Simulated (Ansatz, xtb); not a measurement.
## Two isomers of H6PSi2

Structure I: `[SiH3][SiH2][PH]`, a doublet. Structure II: `[SiH2]P[SiH3]`, a doublet. Both are isolated molecules in the gas phase, relaxed with r2SCAN-D4/def2-SVP; the shapes shown needn't be the lowest conformers.

I (Å):

```xyz
9

P     0.8798   -3.0711   -0.0263
Si   -1.1974    0.0346   -0.1698
Si    0.5419   -1.0712    0.9663
H    -1.4764    1.3707    0.4421
H    -2.4400   -0.7935   -0.1168
H    -0.8067    0.2280   -1.5998
H     1.7761   -0.2217    0.9254
H     0.1550   -1.2853    2.3944
H     1.4268   -2.4306   -1.1878
```

II (Å):

```xyz
9

P    -1.2008   -0.9391   -0.3592
Si    0.4304   -2.4919   -0.4069
Si   -0.0967    0.6593    0.8132
H     1.4446   -2.0661   -1.4241
H    -0.1509   -3.8135   -0.8083
H    -1.9111   -1.4814    0.7572
H     0.4482    0.1811    2.1187
H    -1.0369    1.7926    1.0586
H     1.0271    1.1315   -0.0482
```

Quicker runs give these differences E(II) − E(I): GFN2-xTB −5.9 kcal/mol; HF/STO-3G +17.0 kcal/mol (at GFN2-xTB geometries); r2SCAN-D4/def2-SVP//GFN2-xTB +1.3 kcal/mol.

Question: Which of the two would you expect CCSD(T)/def2-SVP + ΔMP2/def2-TZVPP electronic energies to favour?

Answer: Structure I; the calculation gives E(II) − E(I) = +2.2 kcal/mol.

Level by level:

```csv
level,geometry,E(II) − E(I) (kcal/mol),departure from the last row (kcal/mol),"job, with rough time for the two"
GFN2-xTB,GFN2-xTB,−5.9,−8.1,"optimisation, 0.48 s"
HF/STO-3G,GFN2-xTB,+17.0,+14.7,"single point, 0.28 s"
r2SCAN-D4/def2-SVP//GFN2-xTB,GFN2-xTB,+1.3,−0.9,"single point, 5.2 s"
r2SCAN-D4/def2-SVP,r2SCAN-D4/def2-SVP,+1.6,−0.7,"optimisation, 2 min"
HF/def2-SVP,r2SCAN-D4/def2-SVP,+5.8,+3.6,part of the CCSD(T) run
MP2/def2-SVP,r2SCAN-D4/def2-SVP,+1.9,−0.3,part of the CCSD(T) run
CCSD(T)/def2-SVP,r2SCAN-D4/def2-SVP,+3.8,+1.6,single point
CCSD(T)/def2-SVP + ΔMP2/def2-TZVPP,r2SCAN-D4/def2-SVP,+2.2,,"single point, 23 s"
```

As drawn, II has 1 P–Si in place of 1 Si–Si.

GFN2-xTB puts the two in the other order. The largest departure from CCSD(T)/def2-SVP + ΔMP2/def2-TZVPP is that of HF/STO-3G, 14.7 kcal/mol. The last row adds to CCSD(T) the change of the MP2 difference between the two basis sets, here −1.6 kcal/mol.

With harmonic frequencies from r2SCAN-D4/def2-SVP (ideal gas, rigid rotor, one conformer each, 298.15 K, 1 atm): the zero-point term adds +0.4 kcal/mol; ΔH is +2.5 and ΔG +2.7 kcal/mol.

Open shells are spin-unrestricted. The correlated steps freeze 15 core orbitals. Programs: Ansatz 0.2.0, xtb 6.7.1; the last row on 2 threads of Arm Neoverse V1 on a shared host.
